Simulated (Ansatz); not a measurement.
A structure drawn as `COC(N)F`, with this starting geometry:

```xyz
11

C     1.3416   -0.9087   -0.1831
O     0.0266   -0.8286    0.1370
C    -0.4657    0.4357   -0.1443
N    -1.9345    0.5380    0.1546
F     0.1067    1.3444    0.6755
H     1.5877   -0.7085   -1.2428
H     1.9650   -0.1778    0.4183
H     1.7373   -1.8771    0.0544
H    -0.3102    0.7374   -1.2509
H    -2.1126    1.4489    0.3337
H    -1.9418   -0.0038    1.0476
```

Total charge 0; spin multiplicity 1.

(1) Does it keep its bonds when Ansatz relaxes it at PBE-D4/def2-SVP and then PBE0-D4/def2-TZVP?

(2) Give the relaxed structure. (Estimate.)

Atoms count as bonded under 1.1 times the sum of their covalent radii (H–H under 0.85 Å, pairs among N, O and F under 1.55 Å), and a drawn bond as lost past 1.3 times.

Answers

(1) Yes, every drawn bond is still there and no new one forms.

(2) The calculation gave: 
Z-matrix (Å, degrees):
```
C
O 1 1.412
H 1 1.089 2 106.7
H 1 1.097 2 110.9 3 118.6
H 1 1.093 2 111.4 3 -119.5
C 2 1.363 1 114.2 3 -175.0
F 6 1.414 2 108.4 1 -63.5
N 6 1.400 2 108.4 1 174.5
H 6 1.098 2 112.7 1 50.8
H 8 1.010 6 111.3 2 175.2
H 8 1.012 6 110.6 2 52.7
```
All modes are real.
